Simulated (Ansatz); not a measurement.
A made-up structure of Si2H3 (charge -1), closed shell:

```xyz
5
angstrom
Si -1.4617 0.8905 -0.0480
Si 0.5505 0.0604 0.1631
H -1.9197 -0.4508 -0.6546
H 1.0965 -1.3002 -0.1949
H -1.9941 2.0282 0.6143
```

It is relaxed with PBE-D4/def2-SVPD and then PBE0-D4/def2-TZVPD (Ansatz 0.2.0). Atoms count as bonded within 1.22 times the sum of their covalent radii (H–H: 0.88 Å). The end point is not checked to be a true minimum.

(1) Does its bonding change? (Judge from chemistry; the calculation decides.)

Results:

(1) Computed: No: no bond forms or breaks.

Where it ends: The first stage lowers the energy by 1.96 eV in 8 steps. It ends as Si₂H₃ ([SiH][SiH2]), total charge -1:
Si1  (-1.214, 0.581, 0.020)
Si2  (0.918, 0.255, 0.384)
H3  (-2.241, -0.302, -0.645)
H4  (0.791, -1.122, -0.297)
H5  (-1.982, 1.816, 0.418)
(Å)

Labels in which every atom is bracketed show which atoms are joined, not bond orders.

For scale, one of the runs: PBE0-D4/def2-TZVPD relaxation, 113 basis functions, launched by `ansatz run in.yaml --threads 2 --pin off --events-out ev --progress --plain --max-ram 4352MiB`. Hardware: 2 CPU threads of an Arm Neoverse V2, shared host. Wall time about 7 s.
